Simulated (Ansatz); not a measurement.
Ansatz (a quantum-chemistry and plane-wave program) input:

Ansatz 0.2 input:
```yaml
crystal:
  periodic: [false, false, false]
  atoms:
    - {symbol: P, position_ang: [-0.00494663, -0.00315703, 0.11662516]}
    - {symbol: H, position_ang: [0.03811855, 1.04938416, -0.84687971]}
    - {symbol: H, position_ang: [0.03608089, -1.00202865, -0.90249773]}
basis:
  gaussian:
    orbitals: def2-TZVPD
hamiltonian:
  xc: {name: LC-wPBE}
total_charge: 1
output: {forces: true}
```

### Question
What final total energy does it print?

### Answer
-342.03978 Eh (LC-wPBE/def2-TZVPD). The basis has 61 functions.
